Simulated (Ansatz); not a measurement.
Run this with Ansatz 0.2.0 through its Python package and show what comes out.

Script `composite_ssi.py`:
```python
'''Relax SSi(+) cheaply, then refine its energy.'''

import itertools
import logging
import sys

import ansatz as az
from ase.data import atomic_numbers, covalent_radii
import numpy as np

logging.basicConfig(stream=sys.stdout, format='[%(levelname)s] %(message)s')
log = logging.getLogger('ansatz_job')
log.setLevel(logging.INFO)

GEOMETRY = '''
Si    0.00000    0.00000    0.00000
S     0.00000    0.00000    2.20000
'''


def main() -> None:
    geometry = az.Crystal.molecule()
    for line in GEOMETRY.strip().splitlines():
        symbol, *xyz = line.split()
        geometry = geometry.atom(symbol, [float(v) for v in xyz])

    calculation = geometry.calculation()
    calculation = calculation.basis(gaussian='def2-SVP').functional('r2scan', dispersion='d4')
    calculation = calculation.charge(1)
    calculation = calculation.spin('collinear', total=1)
    symbols = [site.symbol for site in geometry.cartesian_sites]
    start = np.array([site.position_ang for site in geometry.cartesian_sites], dtype=float)
    rep = calculation.relax(force_tolerance=0.01).run(threads=1, backend='cpu').report
    end = np.array(rep['positions_ang'])
    # pairs closer than 1.2 times the sum of covalent radii, before or after
    radius = [covalent_radii[atomic_numbers[s]] for s in symbols]
    span = lambda where, i, j: np.linalg.norm(where[i] - where[j])
    bonded = [(i, j) for i, j in itertools.combinations(range(len(symbols)), 2) if min(span(start, i, j), span(end, i, j)) < 1.2 * (radius[i] + radius[j])]
    log.info('pair        before    after (A)')
    for i, j in bonded:
        print(f'{symbols[i]}{i}-{symbols[j]}{j}'.ljust(10), f'{span(start, i, j):8.4f} {span(end, i, j):8.4f}')

    minimum = az.Crystal.molecule()
    for symbol, place in zip(symbols, end):
        minimum = minimum.atom(symbol, place.tolist())
    at_minimum = minimum.calculation().charge(1).spin('collinear', total=1)
    # MP2 extrapolated to the basis limit, plus the small-basis difference CCSD(T) - MP2
    level = lambda method, basis: at_minimum.basis(gaussian=basis).correlation(method).run(threads=1, backend='cpu').report
    small, large, cluster = level('mp2', 'cc-pVDZ'), level('mp2', 'cc-pVTZ'), level('ccsd_t', 'cc-pVDZ')
    corr = lambda each: (each['free_energy_ev'] - each['reference_energy_ev']) / 27.211386246
    mp2_limit = (27 * corr(large) - 8 * corr(small)) / 19
    pieces = {'HF / cc-pVTZ': large['reference_energy_ev'] / 27.211386246, 'MP2 correlation, DZ-TZ limit': mp2_limit, 'CCSD(T) - MP2 / cc-pVDZ': corr(cluster) - corr(small)}
    for name, value in pieces.items():
        log.info(f'{name:32s} {value:14.6f} Ha')
    log.info(f'{"sum":32s} {sum(pieces.values()):14.6f} Ha')
    print('T1 diagnostic', round(cluster['correlation']['coupled_cluster']['t1_diagnostic'], 4))


if __name__ == '__main__':
    main()
```

```console
$ python composite_ssi.py
[INFO] pair        before    after (A)
Si0-S1       2.2000   2.0960
[INFO] HF / cc-pVTZ                        -686.175614 Ha
[INFO] MP2 correlation, DZ-TZ limit          -0.225958 Ha
[INFO] CCSD(T) - MP2 / cc-pVDZ               -0.039715 Ha
[INFO] sum                                 -686.441287 Ha
T1 diagnostic 0.0257
```

Total energies depend on the basis set; only differences at equal settings carry meaning. The sum leaves out core correlation, relativity, the Hartree-Fock basis error and zero-point energy; a DZ-TZ extrapolation is rough. The run takes the species as open-shell (spin multiplicity 2), which needn't be its ground state. Inner cores stay frozen, so this is valence correlation. For Al to Cl the sets with a tight d function, cc-pV(X+d)Z, are usual. The spin state was assumed, and another may lie lower. An extrapolation from small basis sets is rough. Timing: 68 s on 1 thread of Arm Neoverse N1, with other jobs on the host, peak memory 0.2 GiB.
